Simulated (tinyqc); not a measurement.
Worked calculation (part 1 of 2): CCSD on RHF in the sto-3g basis, for BH2+, spin multiplicity 1. Computed by tinyqc, a small Python program that keeps every step (integrals from PySCF). Settings: charge = 1, multiplicity = 1, basis = sto-3g, method = RHF, energy threshold = 1e-10, iteration cap = 53, orthogonalisation = symmetric, start = Wolfsberg-Helmholz matrix, DIIS depth = 6, amplitude equations = CCSD, DIIS depth for amplitudes = 0, cap on updates = 61. Command: `OMP_NUM_THREADS=1 python tinyqc.py 30004 30005 out.jsonl` (the two numbers bound the seeds that draw the settings). One thread of a shared host (Intel(R) Xeon(R) Processor @ 2.60GHz), about 0.3 s of CPU time with the checks. The early iterations of the SCF are left out here.

## One-electron integrals

Geometry (angstrom):
```
atom         x          y         z
B     0.000000   0.000000  0.000000
H     0.000000   1.260000  0.644000
H     0.000000  -1.260000  0.644000
```

Basis sto-3g: exponents (1/bohr^2) and contraction coefficients of normalised primitives:
```
element  l (shell)   exponent  coefficient
B            s (1)  48.791113     0.154329
B            s (1)   8.887362     0.535328
B            s (1)   2.405267     0.444635
B            s (2)   2.236956    -0.099967
B            s (2)   0.519821     0.399513
B            s (2)   0.169062     0.700115
B            p (3)   2.236956     0.155916
B            p (3)   0.519821     0.607684
B            p (3)   0.169062     0.391957
H            s (1)   3.425251     0.154329
H            s (1)   0.623914     0.535328
H            s (1)   0.168855     0.444635
```

Overlap, kinetic and nuclear-attraction integrals over the contracted functions; the nuclear repulsion is the sum of Za Zb / Rab.

nuclear repulsion = 3.94965557 hartree

overlap S, lower triangle:
```
           1B 1s     1B 2s    1B 2px     1B 2py    1B 2pz     2H 1s     3H 1s
1B 1s   1.000000
1B 2s   0.269328  1.000000
1B 2px  0.000000  0.000000  1.000000
1B 2py  0.000000  0.000000  0.000000   1.000000
1B 2pz  0.000000  0.000000  0.000000   0.000000  1.000000
2H 1s   0.040026  0.366712  0.000000   0.361560  0.184797  1.000000
3H 1s   0.040026  0.366712  0.000000  -0.361560  0.184797  0.047690  1.000000
```

kinetic energy T (hartree), lower triangle:
```
            1B 1s     1B 2s    1B 2px     1B 2py    1B 2pz      2H 1s     3H 1s
1B 1s   10.826302
1B 2s   -0.047967  0.359168
1B 2px   0.000000  0.000000  1.123881
1B 2py   0.000000  0.000000  0.000000   1.123881
1B 2pz   0.000000  0.000000  0.000000   0.000000  1.123881
2H 1s   -0.011629  0.042317  0.000000   0.117919  0.060270   0.760032
3H 1s   -0.011629  0.042317  0.000000  -0.117919  0.060270  -0.010540  0.760032
```

nuclear attraction V (hartree), lower triangle:
```
             1B 1s      1B 2s     1B 2px     1B 2py     1B 2pz      2H 1s      3H 1s
1B 1s   -23.895321
1B 2s    -3.340801  -4.508764
1B 2px    0.000000   0.000000  -4.420710
1B 2py    0.000000   0.000000   0.000000  -4.557176
1B 2pz   -0.011962  -0.113472   0.000000   0.000000  -4.456360
2H 1s    -0.498456  -1.378865   0.000000  -1.273997  -0.667193  -3.295578
3H 1s    -0.498456  -1.378865   0.000000   1.273997  -0.667193  -0.174908  -3.295578
```

core Hamiltonian H = T + V (hartree), lower triangle:
```
             1B 1s      1B 2s     1B 2px     1B 2py     1B 2pz      2H 1s      3H 1s
1B 1s   -13.069019
1B 2s    -3.388769  -4.149596
1B 2px    0.000000   0.000000  -3.296829
1B 2py    0.000000   0.000000   0.000000  -3.433295
1B 2pz   -0.011962  -0.113472   0.000000   0.000000  -3.332479
2H 1s    -0.510085  -1.336548   0.000000  -1.156078  -0.606924  -2.535546
3H 1s    -0.510085  -1.336548   0.000000   1.156078  -0.606924  -0.185448  -2.535546
```

## Two-electron integrals

Functions are numbered as in S; the eight-fold symmetry (ij|kl) = (ji|kl) = (kl|ij) leaves the list below.

Two-electron integrals (ij|kl) in chemists' order, unique and non-zero (hartree):
```
(11|11) 2.923513    (21|11) 0.518376    (21|21) 0.109262    (22|11) 0.744229
(22|21) 0.193177    (22|22) 0.544804    (31|31) 0.020264    (32|31) 0.029996
(32|32) 0.120346    (33|11) 0.742491    (33|21) 0.193240    (33|22) 0.544682
(33|33) 0.586773    (41|41) 0.020264    (42|41) 0.029996    (42|42) 0.120346
(43|43) 0.031630    (44|11) 0.742491    (44|21) 0.193240    (44|22) 0.544682
(44|33) 0.523513    (44|44) 0.586773    (51|51) 0.020264    (52|51) 0.029996
(52|52) 0.120346    (53|53) 0.031630    (54|54) 0.031630    (55|11) 0.742491
(55|21) 0.193240    (55|22) 0.544682    (55|33) 0.523513    (55|44) 0.523513
(55|55) 0.586773    (61|11) 0.076618    (61|21) 0.016102    (61|22) 0.028600
(61|33) 0.028469    (61|41) 0.001012    (61|42) 0.001883    (61|44) 0.028795
(61|51) 0.000517    (61|52) 0.000962    (61|54) 0.000167    (61|55) 0.028554
(61|61) 0.002444    (62|11) 0.202502    (62|21) 0.053482    (62|22) 0.168252
(62|33) 0.163283    (62|41) 0.005211    (62|42) 0.033071    (62|44) 0.174971
(62|51) 0.002663    (62|52) 0.016903    (62|54) 0.005974    (62|55) 0.166336
(62|61) 0.008417    (62|62) 0.074792    (63|31) 0.005095    (63|32) 0.024444
(63|43) 0.006005    (63|53) 0.003069    (63|63) 0.007738    (64|11) 0.175277
(64|21) 0.046873    (64|22) 0.155568    (64|33) 0.147405    (64|41) 0.008977
(64|42) 0.052043    (64|44) 0.169174    (64|51) 0.001984    (64|52) 0.014106
(64|54) 0.008057    (64|55) 0.149954    (64|61) 0.007693    (64|62) 0.080706
(64|64) 0.093053    (65|11) 0.089586    (65|21) 0.023957    (65|22) 0.079513
(65|33) 0.075340    (65|41) 0.001984    (65|42) 0.014106    (65|44) 0.080328
(65|51) 0.006109    (65|52) 0.031654    (65|54) 0.008554    (65|55) 0.082782
(65|61) 0.003932    (65|62) 0.041250    (65|64) 0.043606    (65|65) 0.030025
(66|11) 0.371553    (66|21) 0.099888    (66|22) 0.356697    (66|33) 0.336207
(66|41) 0.011074    (66|42) 0.095075    (66|44) 0.384561    (66|51) 0.005660
(66|52) 0.048594    (66|54) 0.024714    (66|55) 0.348839    (66|61) 0.015940
(66|62) 0.209024    (66|64) 0.244022    (66|65) 0.124722    (66|66) 0.774606
(71|11) 0.076618    (71|21) 0.016102    (71|22) 0.028600    (71|33) 0.028469
(71|41) -0.001012   (71|42) -0.001883   (71|44) 0.028795    (71|51) 0.000517
(71|52) 0.000962    (71|54) -0.000167   (71|55) 0.028554    (71|61) 0.002334
(71|62) 0.007673    (71|64) 0.006447    (71|65) 0.003600    (71|66) 0.014273
(71|71) 0.002444    (72|11) 0.202502    (72|21) 0.053482    (72|22) 0.168252
(72|33) 0.163283    (72|41) -0.005211   (72|42) -0.033071   (72|44) 0.174971
(72|51) 0.002663    (72|52) 0.016903    (72|54) -0.005974   (72|55) 0.166336
(72|61) 0.007673    (72|62) 0.046535    (72|64) 0.038018    (72|65) 0.025103
(72|66) 0.097167    (72|71) 0.008417    (72|72) 0.074792    (73|31) 0.005095
(73|32) 0.024444    (73|43) -0.006005   (73|53) 0.003069    (73|63) 0.004273
(73|73) 0.007738    (74|11) -0.175277   (74|21) -0.046873   (74|22) -0.155568
(74|33) -0.147405   (74|41) 0.008977    (74|42) 0.052043    (74|44) -0.169174
(74|51) -0.001984   (74|52) -0.014106   (74|54) 0.008057    (74|55) -0.149954
(74|61) -0.006447   (74|62) -0.038018   (74|64) -0.027976   (74|65) -0.020193
(74|66) -0.077280   (74|71) -0.007693   (74|72) -0.080706   (74|74) 0.093053
(75|11) 0.089586    (75|21) 0.023957    (75|22) 0.079513    (75|33) 0.075340
(75|41) -0.001984   (75|42) -0.014106   (75|44) 0.080328    (75|51) 0.006109
(75|52) 0.031654    (75|54) -0.008554   (75|55) 0.082782    (75|61) 0.003600
(75|62) 0.025103    (75|64) 0.020193    (75|65) 0.017515    (75|66) 0.054467
(75|71) 0.003932    (75|72) 0.041250    (75|74) -0.043606   (75|75) 0.030025
(76|11) 0.025976    (76|21) 0.006856    (76|22) 0.021690    (76|33) 0.021091
(76|44) 0.021823    (76|51) 0.000598    (76|52) 0.003800    (76|55) 0.022134
(76|61) 0.001039    (76|62) 0.007917    (76|64) 0.007507    (76|65) 0.004778
(76|66) 0.019495    (76|71) 0.001039    (76|72) 0.007917    (76|74) -0.007507
(76|75) 0.004778    (76|76) 0.001094    (77|11) 0.371553    (77|21) 0.099888
(77|22) 0.356697    (77|33) 0.336207    (77|41) -0.011074   (77|42) -0.095075
(77|44) 0.384561    (77|51) 0.005660    (77|52) 0.048594    (77|54) -0.024714
(77|55) 0.348839    (77|61) 0.014273    (77|62) 0.097167    (77|64) 0.077280
(77|65) 0.054467    (77|66) 0.209899    (77|71) 0.015940    (77|72) 0.209024
(77|74) -0.244022   (77|75) 0.124722    (77|76) 0.019495    (77|77) 0.774606
```

## Orthogonalisation

S = U s U^T; symmetric (Loewdin) form X = U s^(-1/2) U^T, so that X^T S X = 1.

eigenvalues of S: 0.408612  0.464276  0.870346  1.000000  1.096055  1.488034  1.672677

X, lower triangle:
```
            1B 1s      1B 2s    1B 2px     1B 2py     1B 2pz      2H 1s     3H 1s
1B 1s    1.031182
1B 2s   -0.158263   1.166085
1B 2px   0.000000   0.000000  1.000000
1B 2py   0.000000   0.000000  0.000000   1.128604
1B 2pz  -0.008318   0.067074  0.000000   0.000000   1.032761
2H 1s    0.024185  -0.232289  0.000000  -0.228798  -0.114003   1.146711
3H 1s    0.024185  -0.232289  0.000000   0.228798  -0.114003  -0.012072  1.146711
```

## Iteration 8 (converged): orbitals

converged F (hartree), lower triangle:
```
            1B 1s      1B 2s     1B 2px     1B 2py     1B 2pz      2H 1s      3H 1s
1B 1s   -7.908740
1B 2s   -2.296430  -1.398388
1B 2px   0.000000   0.000000  -0.147241
1B 2py   0.000000   0.000000   0.000000  -0.545449
1B 2pz   0.009440  -0.088833   0.000000   0.000000  -0.189277
2H 1s   -0.349628  -0.568272   0.000000  -0.440375  -0.177879  -0.574368
3H 1s   -0.349628  -0.568272   0.000000   0.440375  -0.177879  -0.072867  -0.574368
```

Diagonalise F' = X^T F X, C = X C', fill 3 alpha and 3 beta electrons from the bottom; D = 2 C_occ C_occ^T. Each column has its largest component positive (the first on a tie).

F' = X^T F X (hartree), lower triangle:
```
           1          2          3          4          5          6          7
1  -7.722325
2  -1.165168  -0.761363
3   0.000000   0.000000  -0.147241
4   0.000000   0.000000   0.000000  -0.292412
5   0.001412   0.013444   0.000000   0.000000  -0.135624
6  -0.009001  -0.324167   0.000000  -0.348222  -0.137725  -0.283486
7  -0.009001  -0.324167   0.000000   0.348222  -0.137725  -0.019995  -0.283486
```

orbital energies (hartree): MO1 -7.913163, MO2 -0.921856, MO3 -0.770624, MO4 -0.223886, MO5 -0.147241, MO6 0.136111, MO7 0.214722

coefficients C:
```
              MO1        MO2        MO3        MO4       MO5        MO6        MO7
1B 1s    0.992409  -0.238798   0.000000   0.137625  0.000000  -0.169653   0.000000
1B 2s    0.028398   0.725785   0.000000  -0.556350  0.000000   0.812478   0.000000
1B 2px   0.000000   0.000000   0.000000   0.000000  1.000000   0.000000   0.000000
1B 2py   0.000000   0.000000   0.584256   0.000000  0.000000   0.000000   1.018376
1B 2pz   0.000611   0.097091   0.000000   0.778144  0.000000   0.694421   0.000000
2H 1s   -0.004502   0.292353   0.406684   0.284429  0.000000  -0.738142  -0.747225
3H 1s   -0.004502   0.292353  -0.406684   0.284429  0.000000  -0.738142   0.747225
```

D after iteration 8, lower triangle:
```
            1B 1s     1B 2s    1B 2px     1B 2py    1B 2pz      2H 1s     3H 1s
1B 1s    2.083799
1B 2s   -0.290267  1.055142
1B 2px   0.000000  0.000000  0.000000
1B 2py   0.000000  0.000000  0.000000   0.682709
1B 2pz  -0.045157  0.140968  0.000000   0.000000  0.018854
2H 1s   -0.148563  0.424116  0.000000   0.475215  0.056764   0.501765
3H 1s   -0.148563  0.424116  0.000000  -0.475215  0.056764  -0.159802  0.501765
```

## Convergence

Stop when the energy changes by less than 1e-10 hartree and every element of the error matrix X^T (F D S - S D F) X is below 3e-06.

Course of the cycle:
```
iteration   E (hartree)     change  largest element of the error matrix
1          -24.99593867          -                             2.59e-01
2          -25.07558330  -7.96e-02                             6.32e-02
3          -25.08812605  -1.25e-02                             1.88e-02
4          -25.08941737  -1.29e-03                             9.38e-04
5          -25.08942017  -2.80e-06                             8.52e-05
6          -25.08942019  -2.01e-08                             9.35e-06
7          -25.08942019  -1.30e-10                             2.38e-07
8          -25.08942019  -1.49e-13                             3.00e-08
```

PySCF RHF in the same basis = -25.08942019 hartree

Converged in 8 iterations.

## Integrals over molecular orbitals

(pq|rs) = sum C_ip C_jq C_kr C_ls (ij|kl), one index at a time.

one-electron integrals over orbitals h = C^T H C (hartree), lower triangle:
```
            1          2          3          4          5          6          7
1  -13.056027
2    0.288995  -3.329291
3    0.000000   0.000000  -3.048115
4   -0.179522   0.157729   0.000000  -3.146606
5    0.000000   0.000000   0.000000   0.000000  -3.296829
6    0.175207  -0.507477   0.000000  -0.308745   0.000000  -2.683350
7    0.000000   0.000000  -0.562643   0.000000   0.000000   0.000000  -2.666070
```

Two-electron integrals over orbitals (pq|rs), unique and non-zero (hartree):
```
(11|11) 2.891939    (21|11) -0.259740   (21|21) 0.037124    (22|11) 0.614125
(22|21) -0.008659   (22|22) 0.459353    (31|31) 0.008505    (32|31) 0.013674
(32|32) 0.134081    (33|11) 0.534153    (33|21) -0.003461   (33|22) 0.445519
(33|33) 0.460732    (41|11) 0.148241    (41|21) -0.019205   (41|22) 0.012066
(41|33) 0.005736    (41|41) 0.025763    (42|11) -0.094273   (42|21) 0.006601
(42|22) 0.010588    (42|33) 0.015676    (42|41) 0.012062    (42|42) 0.074118
(43|31) -0.002280   (43|32) 0.030326    (43|43) 0.036367    (44|11) 0.682896
(44|21) -0.011399   (44|22) 0.434270    (44|33) 0.412318    (44|41) -0.009775
(44|42) -0.077530   (44|44) 0.551455    (51|51) 0.021642    (52|51) 0.022262
(52|52) 0.076175    (53|53) 0.017650    (54|51) -0.012227   (54|52) -0.034468
(54|54) 0.042178    (55|11) 0.742014    (55|21) -0.009581   (55|22) 0.467477
(55|33) 0.423037    (55|41) 0.005191    (55|42) -0.049229   (55|44) 0.495671
(55|55) 0.586773    (61|11) -0.177760   (61|21) 0.027298    (61|22) -0.001045
(61|33) 0.000074    (61|41) -0.003540   (61|42) 0.014417    (61|44) -0.017241
(61|55) -0.005210   (61|61) 0.027205    (62|11) 0.193157    (62|21) -0.005787
(62|22) 0.056226    (62|33) 0.014788    (62|41) 0.013892    (62|42) -0.005111
(62|44) 0.048301    (62|55) 0.100693    (62|61) 0.003253    (62|62) 0.086975
(63|31) 0.001293    (63|32) -0.062660   (63|43) -0.032832   (63|63) 0.075134
(64|11) 0.105915    (64|21) -0.000664   (64|22) 0.027129    (64|33) 0.000587
(64|41) 0.002732    (64|42) -0.017412   (64|44) 0.054349    (64|55) 0.053417
(64|61) 0.001466    (64|62) 0.051498    (64|64) 0.042262    (65|51) 0.014817
(65|52) 0.046741    (65|54) -0.009105   (65|65) 0.037718    (66|11) 0.592209
(66|21) -0.006585   (66|22) 0.460979    (66|33) 0.451199    (66|41) 0.020222
(66|42) 0.050374    (66|44) 0.402693    (66|55) 0.437543    (66|61) 0.006888
(66|62) 0.042991    (66|64) 0.014245    (66|66) 0.509597    (71|31) 0.012690
(71|32) 0.018717    (71|43) -0.003660   (71|63) 0.001811    (71|71) 0.019001
(72|31) 0.008404    (72|32) -0.009221   (72|43) -0.034856   (72|63) 0.049057
(72|71) 0.011912    (72|72) 0.054508    (73|11) 0.223606    (73|21) -0.005794
(73|22) 0.047582    (73|33) 0.023735    (73|41) 0.000037    (73|42) -0.058368
(73|44) 0.096441    (73|55) 0.113361    (73|61) -0.005763   (73|62) 0.070219
(73|64) 0.051103    (73|66) -0.000575   (73|73) 0.112655    (74|31) -0.008446
(74|32) -0.073636   (74|43) -0.004243   (74|63) 0.045717    (74|71) -0.012180
(74|72) 0.005522    (74|74) 0.060501    (75|53) 0.016445    (75|75) 0.018393
(76|31) 0.008620    (76|32) 0.109793    (76|43) 0.045602    (76|63) -0.076266
(76|71) 0.011888    (76|72) -0.038009   (76|74) -0.060824   (76|76) 0.118746
(77|11) 0.621996    (77|21) -0.008182   (77|22) 0.448961    (77|33) 0.462522
(77|41) 0.004407    (77|42) -0.002600   (77|44) 0.444597    (77|55) 0.446143
(77|61) -0.005203   (77|62) 0.015555    (77|64) 0.002552    (77|66) 0.460883
(77|73) 0.035732    (77|77) 0.489382
```

## CCSD: starting amplitudes

t_ij^ab = <ij||ab> / (e_i + e_j - e_a - e_b), whose energy is MP2.

Starting amplitudes (spin orbitals 1a, 1b, ...; amplitudes related by a flip of all spins are not repeated; the 24 largest):
```
from      to          t
3a 3b  7a 7b  -0.057165
2a 2b  4a 4b  -0.053096
2a 2b  5a 5b  -0.049170
3a 3b  6a 6b  -0.041431
2a 2b  6a 6b  -0.041105
2a 3b  4a 7b   0.034674
2a 3b  6a 7b  -0.034365
3a 3b  4a 4b  -0.033258
2a 3b  6b 7a   0.024008
2a 2b  7a 7b  -0.023979
3a 3b  4a 6b   0.022589
2a 3b  4b 7a  -0.020707
3a 3b  5a 5b  -0.014157
2a 3a  4a 7a   0.013967
2a 3a  6a 7a  -0.010357
2a 2b  4a 6b   0.002911
1a 2b  5a 5b  -0.002607
1a 1b  6a 6b  -0.001690
1a 1b  4a 4b  -0.001675
1a 2b  4b 6a   0.001648
1a 2b  4a 6b  -0.001588
1a 2b  4a 4b  -0.001438
1a 1b  5a 5b  -0.001393
1a 2b  7a 7b  -0.001286
```

correlation energy = -0.03930187 hartree

## CCSD: amplitude update 1

t_i^a D_i^a and t_ij^ab D_ij^ab are set to the remaining terms of the spin-orbital equations, evaluated with the old amplitudes; for the doubles these are <ij||ab> + 1/2 <ab||ef> t_ij^ef + 1/2 <mn||ij> t_mn^ab + P(ij)P(ab) <mb||ej> t_im^ae + terms in t^2 + terms with t1, D the orbital-energy denominators.

Amplitudes after update 1 (spin orbitals 1a, 1b, ...; amplitudes related by a flip of all spins are not repeated; the 24 largest):
```
from      to          t
3a 3b  7a 7b  -0.074053
2a 2b  4a 4b  -0.068921
2a 2b  5a 5b  -0.065567
3a 3b  6a 6b  -0.054547
2a 2b  6a 6b  -0.051325
2a 3b  4a 7b   0.047774
2a 3b  6a 7b  -0.047138
3a 3b  4a 4b  -0.045964
3a 3b  4a 6b   0.036921
2a 3b  6b 7a   0.035735
2a 2b  7a 7b  -0.032617
2a 3b  4b 7a  -0.031994
2a 3a  4a 7a   0.015780
3a 3b  5a 5b  -0.012204
2a 3a  6a 7a  -0.011403
2a        4a  -0.008626
3a        7a  -0.002862
2a        6a  -0.002779
1a 2b  5a 5b  -0.002748
2a 2b  4a 6b   0.002660
1a 2b  4b 6a   0.001694
1a 2b  4a 6b  -0.001691
1a 2b  4a 4b  -0.001497
1a 1b  4a 4b  -0.001467
```

correlation energy = -0.05271839 hartree

## CCSD: amplitude update 2

As before.

Amplitudes after update 2 (spin orbitals 1a, 1b, ...; amplitudes related by a flip of all spins are not repeated; the 24 largest):
```
from      to          t
3a 3b  7a 7b  -0.079450
2a 2b  4a 4b  -0.075041
2a 2b  5a 5b  -0.071643
3a 3b  6a 6b  -0.059157
2a 2b  6a 6b  -0.053796
2a 3b  4a 7b   0.052899
3a 3b  4a 4b  -0.052424
2a 3b  6a 7b  -0.051266
3a 3b  4a 6b   0.045646
2a 3b  6b 7a   0.039971
2a 3b  4b 7a  -0.037062
2a 2b  7a 7b  -0.036523
2a 3a  4a 7a   0.015837
2a        4a  -0.015340
2a 3a  6a 7a  -0.011295
3a 3b  5a 5b  -0.008344
3a        7a  -0.005049
2a        6a  -0.004908
1a 2b  5a 5b  -0.002709
2a 2b  4a 6b   0.002375
1a 2b  4b 6a   0.001683
1a 2b  4a 6b  -0.001679
1a 2b  4a 4b  -0.001479
1a 1b  6a 6b  -0.001450
```

correlation energy = -0.05768337 hartree

## CCSD: amplitude update 3

As before.

Amplitudes after update 3 (spin orbitals 1a, 1b, ...; amplitudes related by a flip of all spins are not repeated; the 24 largest):
```
from      to          t
3a 3b  7a 7b  -0.080967
2a 2b  4a 4b  -0.077883
2a 2b  5a 5b  -0.074231
3a 3b  6a 6b  -0.060783
3a 3b  4a 4b  -0.056134
2a 3b  4a 7b   0.055270
2a 2b  6a 6b  -0.054108
2a 3b  6a 7b  -0.052658
3a 3b  4a 6b   0.050639
2a 3b  6b 7a   0.041373
2a 3b  4b 7a  -0.039399
2a 2b  7a 7b  -0.038255
2a        4a  -0.019723
2a 3a  4a 7a   0.015871
2a 3a  6a 7a  -0.011284
3a        7a  -0.006492
2a        6a  -0.006017
3a 3b  5a 5b  -0.005413
1a 2b  5a 5b  -0.002692
2a 2b  4a 6b   0.002053
1a 2b  4b 6a   0.001685
1a 2b  4a 6b  -0.001668
1a 2b  4a 4b  -0.001477
1a 1b  6a 6b  -0.001449
```

correlation energy = -0.05967581 hartree
